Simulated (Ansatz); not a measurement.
**BH, triplet: reading a ladder of total energies**

Geometry: a point of a stretch scan, not a stationary point.

```xyz
2

B     0.0000    0.0000    0.0000
H     0.0000    0.0000    1.3270
```

Basis cc-pVQZ; Ansatz 0.2.0. Only valence electrons are correlated (noble-gas cores frozen), which leaves 4 electrons in 84 orbitals. Prefix R: restricted or restricted open-shell reference; prefix U: unrestricted.

Full CI is exact within this basis and frozen core; it isn't the basis-set limit. The frozen core follows each run's orbitals, which can shift R against U totals by a few meV.

Runs differ by some tens of microhartree through their thresholds and, for an open shell, their frozen cores, so steps under 0.1 kcal/mol mean nothing.

```json
{"level": "UHF", "total energy (hartree)": "-25.109737"}
{"level": "UMP2", "total energy (hartree)": "-25.164214"}
{"level": "UCCSD", "total energy (hartree)": "-25.178530"}
{"level": "UCCSD(T)", "total energy (hartree)": "-25.180298"}
{"level": "UCCSDT", "total energy (hartree)": "-25.180792"}
{"level": "UCCSDT(Q)", "total energy (hartree)": "-25.180814"}
{"level": "full CI", "total energy (hartree)": "-25.180788"}
```

Q: What is the correlation energy at full CI, and what share of it do UMP2 and UCCSD recover?

A: E(corr) = -25.180788 − (-25.109737) = -0.071051 hartree = -1.933 eV. UMP2: -0.054477 / -0.071051 = 76.67 %. UCCSD: -0.068793 / -0.071051 = 96.82 %.

Q: By how many kcal/mol does UCCSD(T) miss full CI (1 hartree = 627.509 kcal/mol), and which steps make up the rest?

A: -25.180298 − (-25.180788) = 0.000490 hartree = 0.31 kcal/mol. Steps: UCCSDT − UCCSD(T) = -0.31, UCCSDT(Q) − UCCSDT = -0.01, full CI − UCCSDT(Q) = 0.02 kcal/mol. That is within 1 kcal/mol of the reference in this basis, which itself misses far more of the correlation at the basis-set limit.
